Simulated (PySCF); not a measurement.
# Shieldings and the share of exact exchange

Molecule: SMILES ClCCl, CH2Cl2.

Structure with atom numbers: `[Cl:1][CH2:2][Cl:3]`; H(Xn) means a hydrogen on atom n.

GIAO shieldings (ppm, equivalent atoms averaged) in PySCF 2.14 on the PBE0-D3(BJ)/def2-SVP geometry, basis pcSseg-2, gas phase, non-relativistic:

| functional | exact exchange (%) | σ(Cl1/Cl3) | σ(C2) |
| --- | --- | --- | --- |
| BLYP | 0 | 690.9 | 101.3 |
| BP86 | 0 | 712.1 | 106.7 |
| PBE | 0 | 714.0 | 107.2 |
| B3LYP | 20 | 719.5 | 109.5 |
| PBE0 | 25 | 747.1 | 116.6 |
| mPW1PW91 | 25 | 744.9 | 115.6 |
| HF | 100 | 806.2 | 134.9 |

Question: Fit each shielding as a line in the percentage of exact exchange.

Answer: σ(Cl1/Cl3) = 709.0 + 1.01 x (rms 10.3 ppm); σ(C2) = 105.8 + 0.30 x (rms 2.5 ppm). The functionals also differ in their semilocal parts, which the line can't hold; Hartree–Fock has no correlation at all.

Question: What does the line predict for BHandHLYP (50 %), and what does the run give?

Answer: σ(Cl1/Cl3): 759.5 predicted, 754.1 computed; σ(C2): 120.8 predicted, 119.8 computed ppm.
